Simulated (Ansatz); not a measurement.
Species: SiH₃, net charge 0, doublet state. 
Structure (B3LYP-D3(BJ)/def2-TZVP (Ansatz, an electronic-structure program) minimum search):
SMILES: [SiH3]
```xyz
4

Si    -0.0021     0.0010     0.0803
H      0.0008     1.4066    -0.3921
H      1.2360    -0.7020    -0.3341
H     -1.2075    -0.7183    -0.3975
```
Charge 0, spin multiplicity 2.

Total electronic energies in hartree. Correlated levels leave the core frozen unless marked. UHF or UKS for open shells. Spin-orbit coupling is left out. Non-relativistic. CBS marks a two-point X^-3 extrapolation of the correlation energy; Hartree-Fock from the larger set.

```json
[
 {"level": "HF/def2-QZVPP", "program": "Ansatz", "energy (Eh)": "-290.64654"},
 {"level": "RI-HF/def2-QZVPP", "program": "Ansatz", "energy (Eh)": "-290.64653"},
 {"level": "r2SCAN-D3(BJ)/def2-TZVPD", "program": "Ansatz + dftd3", "energy (Eh)": "-291.20724"},
 {"level": "wB97M-V/def2-TZVPD", "program": "Ansatz", "energy (Eh)": "-291.19666"},
 {"level": "MP2/def2-SVPD", "program": "Ansatz", "energy (Eh)": "-290.63457"},
 {"level": "CCSD/def2-SVPD", "program": "Ansatz", "energy (Eh)": "-290.66157"},
 {"level": "CCSD(T)/STO-3G", "program": "Ansatz", "energy (Eh)": "-287.32626"},
 {"level": "CCSD(T)/def2-SVPD", "program": "Ansatz", "energy (Eh)": "-290.66414"},
 {"level": "CCSD(T)/CBS(def2-TZVPPD,def2-QZVPPD)", "program": "Ansatz", "energy (Eh)": "-290.8042"}
]
```

Totals of different functionals don't rank their quality; only differences between species are comparable.
